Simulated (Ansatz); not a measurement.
# H3O+ (oxonium) at CCSD(T)/6-31G

What is the energy change on altering one bond length of H3O+ (oxonium) at CCSD(T)/6-31G? 

Program for the calculation: Ansatz 0.2.0.

## Step 1: Starting point

The species is H3O+ (4 atoms), meant as a singlet with charge +1. SMILES: `[OH3+]`. The coordinates come from a PBE0-D4/def2-TZVP relaxation.

Bond lengths: O1–H2 0.978 Å, O1–H3 0.978 Å, O1–H4 0.978 Å. Angles: H2–O1–H3 113.0°, H2–O1–H4 113.0°, H3–O1–H4 113.0°.

## Step 2: A single-point energy at CCSD(T)/6-31G

Contents of in.yaml:

```yaml
crystal:
  periodic: [false, false, false]
  atoms:
    - symbol: O
      position_ang: [0.181970, -0.056700, -0.052760]
    - symbol: H
      position_ang: [0.219060, 0.918440, 0.015140]
    - symbol: H
      position_ang: [-0.408890, -0.368290, -0.767380]
    - symbol: H
      position_ang: [0.007860, -0.493450, 0.805020]
basis:
  gaussian:
    orbitals: 6-31G
correlation:
  method: ccsd_t
  frozen_orbitals: {H: 0, O: 1}
total_charge: 1
scf:
  omitted_lower_state_checks: [cluster_reference, increment]
accuracy: high
```

Launch:

```
ansatz run in.yaml --threads 1 --pin off --max-ram 3480MiB --events-out events.jsonl --progress --plain --runs-dir runs
```

Output, shortened:

```text
Warning: RAYON_NUM_THREADS=1 ignored (pool sized by the plan → 1); use --threads N
Functional definition: HF
  name "HF"
[...]
282 factors; integrals over basis functions are off by at most 3.3e-9 eV
[...]
mean field -2075.37207305 eV, -76.2685169468 hartree, gradient 8.2e-9 eV, S^2 0.000000; 0 other end points of the search recorded, 0 dependent functions left out
1 core orbitals not correlated: weight in the atoms' cores, before any rotation towards them, 1.000 or more for the frozen orbitals, at most 0.000 for the correlated occupied ones
reference -2075.37207305 eV, -76.2685169468 hartree; 4, 4 occupied and 10, 10 virtual orbitals, 282 factors
second order -3.51553674 eV of doubles, -0.00000000 eV of singles
cycle   1  -3.60669140 eV  change   -9.1e-2 eV  update   3.5e-2
[...]
cycle  16  -3.73114372 eV  change   6.6e-10 eV  update  5.8e-10
perturbative correction -0.02817752 eV, -0.0010355047 hartree
Total energy: -2079.13139429 eV, -76.4066694541 hartree
Checks for a lower state left out: cluster_reference, increment
```

It took 0.08 s on 1 thread of Arm Neoverse V2, shared host.

## Step 3: The distorted shape

Contents of in.yaml:

```yaml
crystal:
  periodic: [false, false, false]
  atoms:
    - symbol: O
      position_ang: [0.225491, 0.052472, -0.267175]
    - symbol: H
      position_ang: [0.262581, 1.027612, -0.199275]
    - symbol: H
      position_ang: [-0.365369, -0.259118, -0.981795]
    - symbol: H
      position_ang: [0.007860, -0.493450, 0.805020]
basis:
  gaussian:
    orbitals: 6-31G
scf:
  omitted_lower_state_checks: [cluster_reference, increment]
accuracy: high
total_charge: 1
correlation:
  method: ccsd_t
  frozen_orbitals: {H: 0, O: 1}
magnetization:
  spin_polarized: false
```

Launch:

```
ansatz run in.yaml --threads 1 --pin off --max-ram 3480MiB --events-out events.jsonl --progress --plain --runs-dir runs
```

Output, shortened:

```text
Warning: RAYON_NUM_THREADS=1 ignored (pool sized by the plan → 1); use --threads N
Functional definition: HF
  name "HF"
[...]
283 factors; integrals over basis functions are off by at most 3.6e-9 eV
[...]
mean field -2074.41988444 eV, -76.2335246608 hartree, gradient 1.5e-8 eV, S^2 0.000000; 0 other end points of the search recorded, 0 dependent functions left out
1 core orbitals not correlated: weight in the atoms' cores, before any rotation towards them, 1.000 or more for the frozen orbitals, at most 0.000 for the correlated occupied ones
reference -2074.41988444 eV, -76.2335246608 hartree; 4, 4 occupied and 10, 10 virtual orbitals, 283 factors
second order -3.73381365 eV of doubles, -0.00000000 eV of singles
cycle   1  -3.78751222 eV  change   -5.4e-2 eV  update   4.2e-2
[...]
cycle  20  -3.94662704 eV  change  -7.8e-10 eV  update  3.9e-10
perturbative correction -0.03654416 eV, -0.0013429732 hartree
Total energy: -2078.40305564 eV, -76.3799035026 hartree
Checks for a lower state left out: cluster_reference, increment
```

It took 0.1 s on 1 thread of Arm Neoverse V2, shared host.

## Step 4: Outcome

At CCSD(T)/6-31G, 1 core orbital frozen:

| quantity | value |
| --- | --- |
| first shape: total energy | -76.40667 Eh |
| first shape: correlation energy (1 core orbital frozen) | -138.2 mEh |
| first shape: (T) correction | -1.04 mEh |
| first shape: T1 diagnostic | 0.007 |
| distorted shape: total energy | -76.37990 Eh |
| distorted shape: correlation energy (1 core orbital frozen) | -146.4 mEh |
| distorted shape: (T) correction | -1.34 mEh |
| distorted shape: T1 diagnostic | 0.010 |
| energy change with the O1–H4 bond stretched from 0.978 to 1.223 Å | 0.728 eV |

With the O1–H4 bond stretched from 0.978 to 1.223 Å the energy rises by 0.73 eV (16.8 kcal/mol). The first shape isn't relaxed at this level, so the change isn't measured from a minimum. The triples (first shape) make up 0.7 % of the correlation energy. The triples (distorted shape) make up 0.9 % of the correlation energy.
